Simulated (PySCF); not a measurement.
Electric properties by functional and basis

PN.
Bonds: N1–P2 (triple).

PySCF, dipoles from the SCF density, polarisabilities from static response with core orbitals frozen. Geometry: PBE0-D3(BJ)/def2-SVP; no solvent, vibrations or thermal averaging.

Reference dipole: 2.751 D (measured, gas; NIST CCCBDB Release 22 (SRD 101), experimental dipoles). Reference dipole: 2.871 D (computed, CCSD(T)/CBS, all electrons, equilibrium geometry, gas; Hait, Head-Gordon, J. Chem. Theory Comput. 14 (2018) 1969). Reference polarisability: 4.152 Å³ (computed, CCSD(T)/CBS, static electronic, isotropic average, equilibrium geometry, gas; Hait, Head-Gordon, Phys. Chem. Chem. Phys. 20 (2018) 19800). Errors are taken against the first value of each kind. The anisotropy is √(½[(α1 − α2)² + (α2 − α3)² + (α3 − α1)²]).

| level | μ (D) | error (%) | α (au) | error (%) | anisotropy (au) |
| --- | --- | --- | --- | --- | --- |
| LDA/def2-SVPD | 2.759 | +0.3 | 26.40 | -5.8 | 13.00 |
| PBE/def2-SVPD | 2.666 | -3.1 | 26.45 | -5.6 | 12.93 |
| B3LYP/def2-SVPD | 2.862 | +4.0 | 26.09 | -6.9 | 12.73 |
| PBE0/def2-SVPD | 2.830 | +2.9 | 26.12 | -6.8 | 12.42 |
| BHandHLYP/def2-SVPD | 3.042 | +10.6 | 25.76 | -8.1 | 12.37 |
| CAM-B3LYP/def2-SVPD | 2.978 | +8.3 | 25.86 | -7.7 | 12.55 |
| wB97X-D/def2-SVPD | 2.871 | +4.3 | 26.25 | -6.3 | 12.52 |
| LC-wPBE/def2-SVPD | 2.984 | +8.5 | 25.78 | -8.0 | 12.09 |
| HF/def2-SVPD | 3.232 | +17.5 | 25.86 | -7.7 | 12.29 |
| PBE0/6-31G* | 2.474 | -10.1 | 20.08 | -28.3 | 14.99 |
| PBE0/def2-SVP | 2.536 | -7.8 | 19.88 | -29.1 | 14.57 |
| PBE0/6-31+G* | 2.771 | +0.7 | 23.48 | -16.2 | 19.45 |
| PBE0/aug-cc-pVDZ | 2.753 | +0.1 | 27.62 | -1.4 | 13.02 |
| PBE0/def2-TZVP | 2.840 | +3.2 | 24.01 | -14.3 | 15.27 |
| PBE0/def2-TZVPD | 2.864 | +4.1 | 27.83 | -0.7 | 12.51 |
| PBE0/aug-cc-pVTZ | 2.829 | +2.8 | 28.12 | +0.4 | 12.46 |

For the dipole, the smallest error is 0.1% (PBE0/aug-cc-pVDZ) and the largest 17.5% (HF/def2-SVPD). For the polarisability, the smallest error is 0.4% (PBE0/aug-cc-pVTZ) and the largest 29.1% (PBE0/def2-SVP). The dipole runs from 2.47 D (PBE0/6-31G*) to 3.23 D (HF/def2-SVPD). In one basis (def2-SVPD) the functionals order the polarisability from BHandHLYP (lowest) to PBE (highest), a spread of 3%. With PBE0 the polarisability is 21.32 au without diffuse functions (mean of 6-31G*, def2-SVP and def2-TZVP) and 26.63 au with them (mean of 6-31+G*, def2-SVPD, aug-cc-pVDZ, def2-TZVPD and aug-cc-pVTZ). Measured values can belong to vibrating molecules; the computed ones are for one fixed geometry.
